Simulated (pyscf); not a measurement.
PySCF, gas phase, ωB97X-D3(BJ)/def2-SVP geometries.

For BH₃ (SMILES B) + HCl (SMILES Cl) → H₂B–Cl (SMILES BCl) + H₂ (SMILES [H][H]), a four-centre exchange (singlet surface; B–H, Cl–H broken, B–Cl, H–H formed), PBE/def2-TZVP gives ΔE‡ = -15.1 kJ/mol and ΔE = -93.1 kJ/mol (zero: the separated reactants). In which direction and how far do r²SCAN/def2-TZVP, PBE0-D3(BJ)/def2-TZVP, ωB97M-D3(BJ)/def2-TZVP move these?

r²SCAN: ΔE‡ = -3.7 kJ/mol, ΔE = -93.0 kJ/mol; PBE0-D3(BJ): ΔE‡ = -1.7 kJ/mol, ΔE = -87.9 kJ/mol; ωB97M-D3(BJ): ΔE‡ = 21.9 kJ/mol, ΔE = -83.7 kJ/mol. PBE's barrier lies under all of them, by 11.4 to 37.0 kJ/mol. Its reaction energy matches one of them and lies within 9.4 kJ/mol of the others. On the reactant side the descent ends in a complex, 20.1 kJ/mol under the separated species and 43.5 kJ/mol under the saddle at ωB97X-D3(BJ)/def2-TZVP. At PBE, r²SCAN, PBE0-D3(BJ) the saddle lies under the separated reactants, which points to a path from their complex (located at ωB97X-D3(BJ) alone). This is the saddle that the search found; another between the same sides may lie lower.
